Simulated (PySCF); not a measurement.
A database entry of computed molecular properties. Lists by class give the value and the number of equivalent atoms.

```json
{
 "formula": "C4H11PS",
 "smiles": "CSCP(C)C",
 "charge": 0,
 "multiplicity": 1,
 "geometry_level": "PBE0-D3(BJ)/def2-SVP",
 "electronic_structure_code": "PySCF",
 "results": {
  "PBE0-D3(BJ)/def2-SVP geometry optimisation, gas phase": {
   "point_group": "C1",
   "rotational_constants_GHz": [4.034, 1.246, 1.161]
  },
  "wB97X-D/def2-SVPD ground state, ΔSCF and vertical TDDFT (core frozen in the response)": {
   "dipole_D": 1.39,
   "homo_eV": -8.02,
   "lumo_eV": 2.11,
   "S1_eV": 5.5,
   "strongest_line_of_10_singlets_eV": 6.7,
   "T1_tda_eV": 5.11,
   "polarisability_au": 98.0,
   "vertical_ip_eV": 8.21,
   "r2_bohr2_about_centre_of_nuclear_charge": 1136.7,
   "singlets_eV_and_f": [
    [5.5, 0.003],
    [6.19, 0.015],
    [6.5, 0.058],
    [6.58, 0.028],
    [6.7, 0.114],
    [6.94, 0.048],
    [7.03, 0.028],
    [7.18, 0.03],
    [7.24, 0.019],
    [7.39, 0.053]
   ],
   "triplets_tda_eV": [5.11, 5.58, 5.67, 5.91]
  },
  "PBE0/pcSseg-1 ground state and GIAO shieldings, non-relativistic": {
   "shift_vs_computed_TMS_C_by_class_ppm": [
    [41.1, 1],
    [19.2, 1],
    [15.9, 2]
   ],
   "shift_vs_computed_TMS_H_by_class_ppm": [
    [2.02, 2],
    [1.98, 3],
    [0.96, 6]
   ],
   "shielding_other_nuclei_by_class_ppm": [
    ["P", 397.3, 1],
    ["S", 579.5, 1]
   ]
  }
 }
}
```

S1 lies 4.63 eV below the HOMO–LUMO gap; its leading configuration is HOMO→LUMO, weight 0.62. A dipole of 1.39 D is allowed in C1, and pure rotational transitions are dipole-allowed. The principal polarisabilities are 86.2, 92.2 and 115.8 au; their mean is the isotropic value.

 NMR classes are plain means over equivalent atoms (diastereotopic ones count apart unless rotation or inversion swaps them), as if these changed places fast; in this geometry the members of some classes differ.

Conformer computed: `[CH3:1][S:2][CH2:3][P:4]([CH3:5])[CH3:6]`: C1–S2–C3–P4 69°, S2–C3–P4–C5 72°.

One conformer stands for the species.
